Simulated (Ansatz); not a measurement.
# AlC2 (doublet): wave-function methods side by side, cc-pVDZ

An exercise on one series of results from a longer session: the logs are not shown, and one member is left open.

Computed with Ansatz 0.2.0, Gaussian basis. Level: cc-pVDZ, core rule «outside noble gas», up to 7 orbitals frozen.

Plan: UHF; CCSD(T) on ROHF; CCSD(T) on UHF; BCCD(T) on ROHF; CISD; CCSDT(Q) on ROHF; CCSDT(Q) on UHF; CASSCF and MRCISD+Q, 9 electrons in 9 orbitals; CASSCF and NEVPT2, 9 electrons in 9 orbitals.

26 further runs of the same task are left out: 10 that didn't finish, 16 set aside as unsound or not needed.

## The geometry

The geometry is a PBE0/def2-TZVP stationary point (not a proven minimum).

3 atoms, charge 0, spin multiplicity 2.

Atoms are counted from 1 here; the program's logs count them from 0.

Bond lengths: Al1–C2 1.883 Å, C2–C3 1.244 Å. Angles: Al1–C2–C3 180.0°.

As a file:

```
Al    0.00000    0.00000    1.66970
C     0.00000    0.00000   -0.21290
C     0.00000    0.00000   -1.45680
```

Set-up of the first run:

Input file in.yaml:

```yaml
crystal:
  periodic: [false, false, false]
  atoms:
    - {symbol: Al, position_ang: [0.000000, 0.000000, 1.669700]}
    - {symbol: C, position_ang: [0.000000, 0.000000, -0.212900]}
    - {symbol: C, position_ang: [0.000000, 0.000000, -1.456800]}
basis:
  gaussian: {orbitals: cc-pVDZ}
magnetization: {spin_polarized: true, initial_magnetization: 1}
hamiltonian: {xc: hf}
output: {orbitals: {seedname: orbitals}}
```

Launch:

```bash
ansatz run in.yaml --threads 1 --pin off --events-out ev --progress --plain --max-ram 2393MiB
```

Steps of the session up to this table: UHF; CCSD(T) on ROHF; CCSD(T) on UHF; BCCD(T) on ROHF; CISD; CCSDT(Q) on ROHF; CCSDT(Q) on UHF; CASSCF and MRCISD+Q, 9 electrons in 9 orbitals; CASSCF and NEVPT2, 9 electrons in 9 orbitals.

One table of the session follows, with a row left open; its other results are not shown here.

```
           method  from RCCSDT(Q) (meV)
              UHF               +8240.9
             RMP2                +901.1
             UMP2               +2089.5
             CISD               +1552.8
            RCCSD                +750.9
            UCCSD                +602.3
         RCCSD(T)                 +85.2
         UCCSD(T)                +186.8
          BCCD(T)                +107.4
           RCCSDT                +102.9
           UCCSDT                 +62.4
        RCCSDT(Q)                     0
        UCCSDT(Q)                     ?
  CASSCF frontier               +5018.5
  NEVPT2 frontier               +1400.4
  MRCISD frontier                +629.4
MRCISD+Q frontier                +188.2
```

Estimate the missing values for UCCSDT(Q).

The run gave: from RCCSDT(Q) (meV): -13.8. In the column «from RCCSDT(Q) (meV)» it is the lowest.

Left out of the table: ROHF (another determinant or state than the rows shown).

Caveats from the session: The determinant is far from a pure spin state, so its energy mixes those of several spin states (harmless only where they are near-degenerate, as at dissociation). The report flags that the cluster equations may have other roots. The program flags RCCSD(T), BCCD(T), RCCSDT(Q) as in doubt, so the zero of the table is itself unsure. Warnings: spin contamination; coupled cluster took another determinant than the lowest; large T1 diagnostic. Restricted and unrestricted rows rest on different reference determinants; where their highest levels disagree by more than a few hundredths of an eV, they describe different states and don't form one ladder.
